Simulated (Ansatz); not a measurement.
A made-up structure of NaAlHCl, closed shell:

Na1  (-3.001, -0.414, -0.035)
Al2  (0.165, 0.223, -0.166)
Cl3  (1.571, -1.198, 1.203)
H4  (1.265, 1.389, -1.002)
(Å)

It is relaxed with PBE-D4/def2-SVP and then PBE0-D4/def2-TZVP (Ansatz 0.2.0). Atoms count as bonded within 1.22 times the sum of their covalent radii (H–H: 0.88 Å). The end point is not checked to be a true minimum.

Q: Does its bonding change? (Judge from chemistry; the calculation decides.)

A: Computed: No: no bond forms or breaks.

Where it ends: The first stage lowers the energy by 0.48 eV in 7 steps. It ends as NaAlHCl ([Na][AlH][Cl]):
Na1  (-2.678, -0.371, -0.030)
Al2  (0.148, 0.203, -0.151)
Cl3  (1.394, -1.072, 1.075)
H4  (1.136, 1.240, -0.894)
(Å)

Labels in which every atom is bracketed show which atoms are joined, not bond orders.

For scale, one of the runs: PBE0-D4/def2-TZVP relaxation, 112 basis functions, launched by `ansatz run in.yaml --threads 2 --pin off --events-out ev --progress --plain --max-ram 4352MiB`. Hardware: 2 CPU threads of an Arm Neoverse V1, shared host. Wall time about 11 s.
